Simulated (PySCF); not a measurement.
Fluorine: a sound run and one with changed settings

Sound run: F [He] 2s2 2p5, F⁺ [He] 2s2 2p4. Calculation: PySCF 2.14, in 6-31G* (3s2p1d, 14 functions); no relativity, point nucleus. In the sound run the correlated levels freeze 1s2. The sound run starts from symmetry-adapted Hartree-Fock orbitals and uses a fine grid where one is needed.

Changed run: basis STO-3G. This setting is unsound on purpose.

```
species  method  sound run (hartree)  changed run (hartree)  converged
      F     UHF            -99.36341              -97.98651        yes
      F   B3LYP            -99.71458              -98.26897        yes
      F    TPSS            -99.71805              -98.28558        yes
      F     MP2            -99.48533              -97.98651        yes
     F⁺     UHF            -98.78846              -97.52349        yes
     F⁺   B3LYP            -99.07442              -97.75196        yes
     F⁺    TPSS            -99.08866              -97.78174        yes
     F⁺     MP2            -98.86553              -97.52349        yes
```

Ionisation energy of F:

| method | sound run (eV) | changed run (eV) |
| --- | --- | --- |
| UHF | 15.645 | 12.599 |
| B3LYP | 17.420 | 14.068 |
| TPSS | 17.127 | 13.710 |
| MP2 | 16.866 | 12.599 |
| SCS-MP2 | 16.816 | 12.599 |

A minimal basis cannot let orbitals breathe on ionisation and holds almost no correlation.

For comparison, NIST gives 17.423 eV between the lowest levels.
